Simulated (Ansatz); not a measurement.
Basis-set extrapolation for BFH$_{4}$Si (`FB[SiH3]`) (PBE0-D4/def2-TZVP geometry, frozen core, Ansatz). Multiplicity 1, RHF reference.

|  | def2-TZVPP | def2-QZVPP |
| --- | --- | --- |
| HF | -415.476744 | -415.491510 |
| MP2 correlation | -0.475357 | -0.515244 |
| CCSD(T) correlation | -0.526846 | not run |

Energies in hartree. Use E(X) = E(∞) + A·exp(−7.88·√X) for Hartree–Fock and E(X) = E(∞) + B·X^(−2.97) for correlation, with X = 3 and 4, and add CCSD(T) minus MP2 of the smaller set to the MP2 limit.

What is the CCSD(T) energy at the basis-set limit?

HF limit: -415.491510 + (-0.014766) × 0.13774 = -415.49354. MP2 limit: -0.515244 + (-0.039887) × 0.74074 = -0.54479. Higher-order term: -0.526846 − (-0.475357) = -0.05149. Total: -416.08982 hartree, 2.35 eV below CCSD(T)/def2-TZVPP.
